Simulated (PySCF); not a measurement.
## Proton affinity of N,N-dimethylformamide, site by site

Molecule: N,N-dimethylformamide, `CN(C)C=O` (C3H7NO). Non-hydrogen atoms are numbered in `[CH3:1][N:2]([CH3:3])[CH:4]=[O:5]`.

Energies: ωB97X-D3(BJ)/def2-TZVP (PySCF, density fitting, integration grid level 2) on PBE0-D3(BJ)/def2-SVP structures. ωB97X-D3(BJ) is ωB97X-V with D3(BJ) in place of VV10. Zero-point and thermal terms (298.15 K, 1 bar) come from unscaled PBE0-D3(BJ)/def2-SVP harmonic frequencies, with soft modes damped to free rotors in the entropy.

```tsv
site	product	PA / kJ/mol	GB / kJ/mol	gas share	above best in DMSO / kJ/mol
O5 (amide oxygen)	CN(C)C=[OH+]	891	860	> 99.9 %	0.0
N2 (amide nitrogen)	C[NH+](C)C=O	823	792	< 0.1 %	41.6
```

PA is −ΔH and GB is −ΔG of B + H⁺ → BH⁺ in the gas phase. Shares are Boltzmann weights among the listed products; an error of 10 kJ/mol changes a ratio about 56-fold. Sites whose products fell apart, merged with another or lost in a GFN2-xTB screen aren't listed. Values in solvent are IEF-PCM free energies relative to the most favourable product.

Among these, O5 (amide oxygen) wins by 68 kJ/mol in gas-phase free energy over N2.

In DMSO the product from O5 is solvated 223 kJ/mol more strongly than the parent (electrostatics only).

Measured values (NIST Chemistry WebBook, evaluated or the median of agreeing entries): proton affinity (−ΔH) 888 kJ/mol (computed 891, difference 4); gas-phase basicity (−ΔG) 857 kJ/mol (computed 860, difference 3). These are compared with the most favourable site that keeps the skeleton.

Structures, frequencies and single points took 6.1 min of wall time on 1 thread of AMD EPYC 9R45 96-Core (shared host), launched as `OMP_NUM_THREADS=1 python redox_run.py task.json out`.

Differences come from unrounded values, so a last digit can differ from that of the printed terms.
